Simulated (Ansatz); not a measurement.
Relaxation of CH$_{6}$NS (9 atoms, charge 0, multiplicity 2), to a largest force component of 0.03 eV/Å in at most 50 steps.

Level of theory: UKS PBE0/def2-SVP (Ansatz).

```xyz
9
Properties=species:S:1:pos:R:3
H -0.707 0.399 0.128
S -0.917 0.422 -1.213
C 0.782 0.025 -1.709
N -0.692 -0.071 2.398
H 0.782 -0.047 -2.805
H 1.111 -0.941 -1.298
H 1.489 0.812 -1.412
H -1.017 0.452 3.226
H -0.832 -1.052 2.685
```

Q: Where does it end, and by what steps?

A: The run converged. The force dipped under the threshold on the way, but the program's further checks kept it going. After 12 steps the energy has fallen by 0.008 eV; H8 moved furthest, 0.31 Å.

```json
{"step": "0", "energy less start (eV)": "0.0000", "largest force component (eV/Å)": "0.081", "accepted": "yes"}
{"step": "1", "energy less start (eV)": "0.0173", "largest force component (eV/Å)": "1.010", "accepted": "no"}
{"step": "2", "energy less start (eV)": "-0.0023", "largest force component (eV/Å)": "0.391", "accepted": "yes"}
{"step": "3", "energy less start (eV)": "-0.0031", "largest force component (eV/Å)": "0.409", "accepted": "yes"}
{"step": "4", "energy less start (eV)": "-0.0053", "largest force component (eV/Å)": "0.156", "accepted": "yes"}
{"step": "5", "energy less start (eV)": "-0.0067", "largest force component (eV/Å)": "0.113", "accepted": "yes"}
{"step": "6", "energy less start (eV)": "-0.0062", "largest force component (eV/Å)": "0.101", "accepted": "no"}
{"step": "7", "energy less start (eV)": "-0.0070", "largest force component (eV/Å)": "0.026", "accepted": "yes"}
{"step": "8", "energy less start (eV)": "-0.0076", "largest force component (eV/Å)": "0.021", "accepted": "yes"}
{"step": "9", "energy less start (eV)": "-0.0079", "largest force component (eV/Å)": "0.045", "accepted": "yes"}
{"step": "10", "energy less start (eV)": "-0.0081", "largest force component (eV/Å)": "0.040", "accepted": "yes"}
{"step": "11", "energy less start (eV)": "-0.0082", "largest force component (eV/Å)": "0.127", "accepted": "yes"}
{"step": "12", "energy less start (eV)": "-0.0085", "largest force component (eV/Å)": "0.029", "accepted": "yes"}
```

```xyz
9
Properties=species:S:1:pos:R:3
H -0.856 0.235 0.108
S -0.966 0.403 -1.237
C 0.762 0.034 -1.638
N -0.689 -0.113 2.255
H 0.861 0.116 -2.730
H 1.042 -0.989 -1.344
H 1.455 0.752 -1.174
H -0.824 0.577 3.012
H -0.785 -1.016 2.748
```

Run time: 26 s on 2 threads of Intel(R) Xeon(R) Platinum 8488C (Sapphire Rapids) (shared host), peak memory 0.2 GiB.
